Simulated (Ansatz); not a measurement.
**CH4MgSi: single points off equilibrium**

The task here is to estimate one member of a computed series from the others.

Method: single points in def2-TZVPP; program: Ansatz 0.2.0, Gaussian basis.

Cores are frozen in the correlated methods. The outer core shell of Li, Na, Mg and K is correlated.

## The starting structure

SMILES `[MgH][CH]=[SiH2]`, 7 atoms, charge 0, spin multiplicity 1.

Atoms are counted from 1 here; the program's logs count them from 0.

Bond lengths: Mg1–C2 1.930 Å, Mg1–H4 1.686 Å, C2–Si3 1.768 Å, C2–H5 1.132 Å, Si3–H6 1.507 Å, Si3–H7 1.504 Å. Angles: C2–Mg1–H4 154.1°, Mg1–C2–Si3 130.0°, Mg1–C2–H5 126.0°, Si3–C2–H5 103.7°, C2–Si3–H6 112.9°, C2–Si3–H7 133.5°, H6–Si3–H7 112.1°.

As a file:

```
atom     x (Å)     y (Å)     z (Å)
 Mg1  -1.66480  -0.38920  -1.06290
  C2   0.11420  -0.65650  -0.36450
 Si3   1.04330   0.31560   0.78310
  H4  -3.07330   0.49970  -1.32570
  H5   0.76650  -1.56540  -0.53640
  H6   0.43050   1.66900   1.03440
  H7   2.44090   0.21640   1.32910
```

The first run:

File run/in.yaml:

```yaml
crystal:
  periodic: [false, false, false]
  atoms:
    - {symbol: Mg, position_ang: [-1.664800, -0.389200, -1.062900]}
    - {symbol: C, position_ang: [0.114200, -0.656500, -0.364500]}
    - {symbol: Si, position_ang: [1.043300, 0.315600, 0.783100]}
    - {symbol: H, position_ang: [-3.073300, 0.499700, -1.325700]}
    - {symbol: H, position_ang: [0.766500, -1.565400, -0.536400]}
    - {symbol: H, position_ang: [0.430500, 1.669000, 1.034400]}
    - {symbol: H, position_ang: [2.440900, 0.216400, 1.329100]}
basis:
  gaussian: {orbitals: def2-TZVPP}
correlation: {method: ccsd_t}
output: {forces: true}
```

No record of the launch command was kept for these runs.

Steps of the session up to this table: CCSD(T)/def2-TZVPP; PBE0-D4/def2-TZVPP; wB97M-V/def2-TZVPP; r2SCAN-D4/def2-TZVPP; PBE-D4/def2-TZVPP; LC-wPBE/def2-TZVPP; B97M-V/def2-TZVPP.

One table of the session follows, with a row left open; its other results are not shown here.

```
   method  RMS force component (eV/Å)  angle to CCSD(T) forces (°)  dipole (D)
  CCSD(T)                       0.996                    reference        2.00
  PBE0-D4                       1.054                          8.5        1.92
  wB97M-V                       1.114                          9.5        1.96
r2SCAN-D4                       1.018                          6.7        1.97
   PBE-D4                       0.942                          7.1        1.86
  LC-wPBE                           ?                            ?           ?
   B97M-V                       1.045                          8.5        2.09
```

**Question.** Estimate the row for LC-wPBE.

The run gave: RMS force component (eV/Å): 1.186; angle to CCSD(T) forces (°): 14.5; dipole (D): 1.99. In the column «RMS force component (eV/Å)» it is the highest.
